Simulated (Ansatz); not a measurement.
A short molecular-dynamics run on F2O.

```yaml
crystal:
  periodic: [false, false, false]
  atoms:
    - {symbol: F, position_ang: [-0.000000, 1.087380, -0.260840]}
    - {symbol: O, position_ang: [0.000000, 0.000000, 0.590112]}
    - {symbol: F, position_ang: [-0.000000, -1.087380, -0.260840]}
basis:
  gaussian: {orbitals: def2-SVP}
hamiltonian: {xc: {name: BLYP}, dispersion: d3bj}
md: {timestep: 2 fs, n_steps: 20, ensemble: nvt_langevin, temperature: 1500, initial_velocities: maxwell_boltzmann, friction: 0.01, seed: 80}
```

```sh
$ ansatz run in.yaml --threads 2 --pin off --events-out ev --progress --plain --max-ram 32768MiB --backend cpu
```

```csv
step,time (fs),potential energy (eV),kinetic (eV),T (K),conserved (eV)
0,0.0,-7467.7223,0.3878,1000,–
1,2.0,-7467.7641,0.3352,865,–
2,4.0,-7467.7969,0.3111,802,–
3,6.0,-7467.8117,0.3230,833,–
4,8.0,-7467.8083,0.3626,935,–
5,10.0,-7467.7881,0.3587,925,–
6,12.0,-7467.7591,0.3689,951,–
7,14.0,-7467.7354,0.3435,886,–
8,16.0,-7467.7289,0.3890,1003,–
9,18.0,-7467.7390,0.4095,1056,–
10,20.0,-7467.7548,0.4728,1219,–
11,22.0,-7467.7660,0.4684,1208,–
12,24.0,-7467.7664,0.5810,1498,–
13,26.0,-7467.7374,0.5983,1543,–
14,28.0,-7467.6798,0.4690,1210,–
15,30.0,-7467.6014,0.5008,1291,–
16,32.0,-7467.5259,0.3716,958,–
17,34.0,-7467.4992,0.4026,1038,–
18,36.0,-7467.5142,0.4468,1152,–
19,38.0,-7467.5469,0.4762,1228,–
20,40.0,-7467.5856,0.5241,1351,–
```

Velocities are drawn at the set temperature; a run this short doesn't reach equilibrium.

Frames (Å, forces in eV/Å):

```xyz
3
time=0.0 fs
F     0.000    1.087   -0.261    0.000    1.641   -1.041
O     0.000    0.000    0.590    0.000    0.000    2.082
F     0.000   -1.087   -0.261    0.000   -1.641   -1.041
3
time=2.0 fs
F    -0.021    1.095   -0.248   -0.027    1.416   -0.837
O     0.000    0.001    0.599    0.009   -0.363    1.422
F     0.018   -1.096   -0.279    0.018   -1.053   -0.585
3
time=4.0 fs
F    -0.042    1.106   -0.236   -0.039    1.015   -0.507
O     0.003   -0.002    0.613    0.022   -0.483    0.673
F     0.031   -1.104   -0.292    0.016   -0.533   -0.166
3
time=6.0 fs
F    -0.060    1.120   -0.221   -0.028    0.569   -0.135
O     0.004   -0.005    0.630    0.020   -0.462   -0.076
F     0.041   -1.109   -0.303    0.008   -0.107    0.211
3
time=8.0 fs
F    -0.075    1.139   -0.206    0.002    0.061    0.283
O     0.007   -0.010    0.648   -0.001   -0.273   -0.813
F     0.050   -1.107   -0.316   -0.002    0.211    0.530
3
time=10.0 fs
F    -0.085    1.163   -0.189    0.043   -0.448    0.650
O     0.009   -0.020    0.665   -0.032    0.004   -1.415
F     0.055   -1.102   -0.328   -0.011    0.445    0.764
3
time=12.0 fs
F    -0.088    1.189   -0.168    0.075   -0.862    0.893
O     0.010   -0.028    0.680   -0.053    0.244   -1.813
F     0.059   -1.097   -0.335   -0.022    0.618    0.920
3
time=14.0 fs
F    -0.088    1.212   -0.141    0.094   -1.138    0.989
O     0.010   -0.035    0.692   -0.063    0.377   -1.999
F     0.060   -1.093   -0.339   -0.031    0.761    1.011
3
time=16.0 fs
F    -0.089    1.230   -0.109    0.105   -1.286    0.962
O     0.012   -0.040    0.700   -0.069    0.460   -1.955
F     0.062   -1.089   -0.340   -0.036    0.826    0.994
3
time=18.0 fs
F    -0.090    1.245   -0.073    0.110   -1.352    0.849
O     0.014   -0.048    0.703   -0.075    0.577   -1.674
F     0.063   -1.082   -0.335   -0.035    0.775    0.824
3
time=20.0 fs
F    -0.091    1.258   -0.035    0.109   -1.355    0.657
O     0.016   -0.056    0.702   -0.075    0.707   -1.177
F     0.065   -1.078   -0.327   -0.034    0.648    0.520
3
time=22.0 fs
F    -0.090    1.269    0.005    0.096   -1.275    0.390
O     0.015   -0.062    0.698   -0.063    0.766   -0.540
F     0.067   -1.075   -0.317   -0.033    0.509    0.150
3
time=24.0 fs
F    -0.091    1.277    0.048    0.073   -1.047    0.016
O     0.012   -0.062    0.690   -0.045    0.710    0.297
F     0.067   -1.075   -0.304   -0.028    0.337   -0.313
3
time=26.0 fs
F    -0.095    1.281    0.093    0.041   -0.689   -0.440
O     0.009   -0.059    0.681   -0.018    0.547    1.281
F     0.065   -1.078   -0.289   -0.024    0.141   -0.841
3
time=28.0 fs
F    -0.101    1.285    0.136    0.000   -0.262   -0.889
O     0.010   -0.054    0.672    0.028    0.280    2.199
F     0.065   -1.082   -0.276   -0.028   -0.018   -1.311
3
time=30.0 fs
F    -0.112    1.286    0.177   -0.067    0.237   -1.322
O     0.015   -0.047    0.665    0.118   -0.107    3.023
F     0.066   -1.086   -0.266   -0.051   -0.130   -1.701
3
time=32.0 fs
F    -0.125    1.289    0.213   -0.140    0.594   -1.620
O     0.020   -0.041    0.664    0.226   -0.405    3.584
F     0.068   -1.090   -0.254   -0.086   -0.189   -1.964
3
time=34.0 fs
F    -0.139    1.296    0.243   -0.181    0.602   -1.671
O     0.029   -0.039    0.676    0.309   -0.457    3.667
F     0.071   -1.092   -0.240   -0.128   -0.146   -1.996
3
time=36.0 fs
F    -0.151    1.303    0.272   -0.180    0.353   -1.549
O     0.039   -0.041    0.697    0.347   -0.363    3.376
F     0.074   -1.093   -0.228   -0.167    0.010   -1.826
3
time=38.0 fs
F    -0.166    1.310    0.300   -0.130   -0.065   -1.323
O     0.047   -0.049    0.723    0.318   -0.154    2.869
F     0.079   -1.095   -0.218   -0.189    0.219   -1.547
3
time=40.0 fs
F    -0.182    1.318    0.323   -0.036   -0.606   -1.005
O     0.057   -0.061    0.755    0.236    0.144    2.163
F     0.085   -1.098   -0.209   -0.200    0.462   -1.158
```

It took 6 s on 2 threads of an AMD EPYC 7R13 on a shared host, with 0.18 GiB of host memory at the peak.
